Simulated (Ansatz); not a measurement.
CHB2+: structure from calculated spectroscopic constants

These gas-phase data were calculated for one isomer of CHB2+ at B3LYP/6-31G* (harmonic, unscaled wavenumbers; equilibrium rotational constants with average atomic masses):

| Property | Result |
| --- | --- |
| rotational constants | 53.16, 23.11, 16.11 GHz |
| all wavenumbers above 1500 cm⁻¹ | 2852, 1541 |

Candidates:

(1) `B1=C[B+]1`, a singlet
(2) `B1=[C+]B1`, a singlet

Which structure fits?

Candidate (2). The band at 2852 cm⁻¹ lies where the B–H stretch is expected; (1) has no mode between 2350 and 2900 cm⁻¹.

The same quantities for all candidates:

```tsv
	rotational constants (GHz)	wavenumbers above 1500 cm⁻¹	E above the lowest, B3LYP/6-31G* (kcal/mol)
(1)	40.87, 32.77, 18.19	3236	0.0
(2)	53.16, 23.11, 16.11	2852, 1541	13.2
```

Harmonic stretches to hydrogen usually lie a few per cent above observed fundamentals. Programs: Ansatz 0.2.0.
